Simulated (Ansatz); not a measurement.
**[Cl···H···S], triplet in cc-pVDZ: errors against UCCSDT(Q)**

Geometry: a point of a hydrogen-transfer path between rigid fragments, not a stationary point.

```csv
atom,x (Å),y (Å),z (Å)
Cl,0.0000,0.0000,-1.4843
H,0.0000,0.0000,-0.0183
S,0.0000,0.0000,1.5027
```

Basis cc-pVDZ; Ansatz 0.2.0. Correlated methods freeze the noble-gas cores, which leaves 14 electrons in 31 orbitals. R marks a restricted (for open shells ROHF) determinant, U an unrestricted one. Active spaces: pair = (4e, 4o) about the gap; valence = (14e, 9o) chosen from the atoms' valence shells.

Full CI isn't at hand for all of this; UCCSDT(Q) serves as the reference, and is uncertain by the last step of the cluster series or more. The frozen core follows each run's orbitals, which can shift R against U totals by a few meV.

HF rows: RHF is the lowest solution found, UHF is the lowest solution found. Coupled cluster chose its determinant by a search with trial CCSD, here up to 0.16 eV above the lowest Hartree–Fock solution of its kind, and MP2 stands on that determinant too.

* UHF ⟨S²⟩: 2.014
* T1 diagnostic (RCCSD): 0.0203
* largest doubles amplitude (RCCSD): 0.075
* T1 diagnostic (UCCSD): 0.0128

```tsv
level	E − E(determinant under the R cluster runs) (eV)
RMP2	-7.0222
UMP2	-6.9419
RCCSD	-7.8837
UCCSD	-7.8925
RCCSD(T)	-8.0451
UCCSD(T)	-8.0442
```

(1) Estimate how far UCCSDT(Q) in cc-pVDZ lies from RCCSD(T). The table doesn't fix it; the size of (T) and the diagnostics are the guide.

(1) UCCSDT(Q) in cc-pVDZ lies 3.3 kJ/mol below RCCSD(T), which is 21 % of the (T) step (-15.6 kJ/mol). The diagnostics are small and one determinant leads, so the series closes fast and only a small part of (T) is left.

The other levels:

```json
{"level": "RHF†", "E − E(UCCSDT(Q)) (kJ/mol)": "764.2", "share of correlation (%)": "–", "wall time": "–"}
{"level": "UHF†", "E − E(UCCSDT(Q)) (kJ/mol)": "749.7", "share of correlation (%)": "–", "wall time": "0.54 s"}
{"level": "BCCD(T)", "E − E(UCCSDT(Q)) (kJ/mol)": "3.3", "share of correlation (%)": "99.58", "wall time": "3.8 s"}
{"level": "RCCSDT", "E − E(UCCSDT(Q)) (kJ/mol)": "1.4", "share of correlation (%)": "99.82", "wall time": "–"}
{"level": "UCCSDT", "E − E(UCCSDT(Q)) (kJ/mol)": "1.3", "share of correlation (%)": "99.83", "wall time": "–"}
{"level": "RCCSDT(Q)", "E − E(UCCSDT(Q)) (kJ/mol)": "0.0", "share of correlation (%)": "100.00", "wall time": "17 s"}
{"level": "CASSCF (valence space)†", "E − E(UCCSDT(Q)) (kJ/mol)": "715.3", "share of correlation (%)": "–", "wall time": "–"}
{"level": "NEVPT2 (valence space)†", "E − E(UCCSDT(Q)) (kJ/mol)": "157.1", "share of correlation (%)": "–", "wall time": "1.8 s"}
{"level": "MRCISD (valence space)†", "E − E(UCCSDT(Q)) (kJ/mol)": "75.7", "share of correlation (%)": "–", "wall time": "–"}
{"level": "MRCISD+Q (valence space)†", "E − E(UCCSDT(Q)) (kJ/mol)": "13.0", "share of correlation (%)": "–", "wall time": "3 s"}
```

A dagger marks rows that describe another state than the reference (another or a broken symmetry, a higher spin or other natural occupations), so the difference holds a gap between states beside the method's error.

The correlation energy at UCCSDT(Q), counted from the determinant under the R cluster runs, is -8.079 eV. That run took 18 s on 1 thread of Arm Neoverse V2, shared host.

Run but not shown, since their state, orbitals or frozen core can't be matched to the reference's or they repeat it: CISD, CASSCF (pair space), NEVPT2 (pair space), MRCISD (pair space), MRCISD+Q (pair space).

Times hold each run's SCF and search for its determinant on a shared host, so for small cases they say little of a method's own cost; they ran on 1 thread of Arm Neoverse V2. Some runs computed forces too.
